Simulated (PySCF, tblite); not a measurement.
Isomers of C2H3F2S (doublet state), one GFN2-xTB conformer each. Single-point energies are computed at B3LYP/pcH-1 (PySCF, gas phase, no added dispersion term), electronic only. GFN2-xTB treats the open shell by occupation alone, and not every SCF solution was tested for stability.

```tsv
SMILES	GFN2-xTB relative energy (kJ/mol)
CS[C](F)F	0.0
F[CH]SCF	28.3
```

Conformers: `[CH3:1][S:2][C:3]([F:4])[F:5]` (doublet state) with C1–S2–C3–F4 -50°; `[F:1][CH:2][S:3][CH2:4][F:5]` (doublet state) with F1–C2–S3–C4 41°, C2–S3–C4–F5 -92°.

Q: What does B3LYP/pcH-1 give for the same structures?

A: 
| SMILES | B3LYP/pcH-1 E (Eh) | B3LYP/pcH-1 (kJ/mol) | GFN2-xTB (kJ/mol) | point group |
| --- | --- | --- | --- | --- |
| CS[C](F)F | -675.84472 | 0.0 | 0.0 | C1 |
| F[CH]SCF | -675.83096 | 36.1 | 28.3 | C1 |

Both levels put the same isomer lowest. As drawn, the lower has two fluorines on one carbon, which the higher lacks.

Q: What happens when harmonic zero-point energies from GFN2-xTB frequencies are added?

A: 
```
   SMILES  ZPE (kJ/mol)  electronic (kJ/mol)  with ZPE (kJ/mol)
CS[C](F)F         122.3                  0.0                0.0
 F[CH]SCF         121.2                 36.1               35.1
```

The zero-point energies span 1.1 kJ/mol. The order is unchanged.
